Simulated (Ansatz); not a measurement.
A nudged elastic band was laid between two geometries of C2H5O (8 atoms, charge -1, multiplicity 1).

Computed with Ansatz, UKS r2SCANh-D4/6-31G.

```json
{"movable images": "7", "climbing image": "yes", "spring": "5.0 eV/Å²", "optimiser": "quadratic models (default)", "start path": "through a guess of the saddle point", "force threshold": "0.05 eV/Å", "iteration limit": "60", "end points": "relaxed"}
```

Image 0:

```xyz
8
Properties=species:S:1:pos:R:3
C -0.313 0.739 -0.337
C 0.066 -0.743 -0.317
O 0.755 -0.919 1.089
H -0.967 0.933 -1.209
H 0.579 1.384 -0.461
H -0.847 1.155 0.564
H -0.903 -1.292 -0.158
H 1.629 -1.257 0.829
```

Image 8:

```xyz
8
Properties=species:S:1:pos:R:3
C -0.346 1.014 0.026
C -0.318 -0.348 -0.367
O 0.901 -1.413 0.304
H -0.072 -0.534 -1.420
H 0.418 1.694 -0.363
H -0.729 1.273 1.017
H -1.183 -0.952 -0.064
H 1.329 -0.733 0.867
```

Which bonds break or form, and what moves?

Bonds broken: C1–H4. Bonds formed: C2–H4.

Give the energies along the band, and the barrier.

The forces met the threshold. The highest image is number 4 of 0 to 8, 173.0 kJ/mol above the first end and 240.6 kJ/mol above the last; the last end lies 67.6 kJ/mol below the first. A vibrational analysis at the climbing image gives one clearly imaginary mode, 1434i cm⁻¹: a first-order saddle point. The orbitals stay closed-shell, which can raise the energy where a bond breaks towards radicals; this wasn't checked here. Limits of this set-up: no polarisation functions, an anion without diffuse functions, the dipole of an ion depends on the origin.

```csv
image,path coordinate (Å),energy (kJ/mol),C1–H4 (Å),C2–H4 (Å)
0,0.00,0.0,1.11,2.16
1,0.34,4.9,1.10,2.10
2,0.68,39.8,1.10,1.88
3,1.03,118.0,1.15,1.61
4,1.37,173.0,1.33,1.35
5,1.74,100.0,1.62,1.16
6,2.11,-14.2,1.89,1.10
7,2.48,-63.9,2.09,1.10
8,2.86,-67.6,2.14,1.10
```

What is the geometry of the highest image?


```xyz
8
Properties=species:S:1:pos:R:3
C -0.348 0.879 -0.125
C -0.134 -0.595 -0.279
O 0.753 -1.323 0.809
H -0.460 0.236 -1.287
H 0.519 1.496 -0.409
H -0.869 1.341 0.754
H -1.081 -1.137 -0.141
H 1.621 -0.897 0.678
```

What are the harmonic wavenumbers there?

1434i, 227, 411, 505, 639, 834, 889, 1052, 1116, 1232, 1347, 1498, 1600, 2000, 2759, 3017, 3043, 3653 cm⁻¹.

Time of the run: 3.1 min on 1 thread of Arm Neoverse V1, on a shared host, peak memory 0.15 GiB.
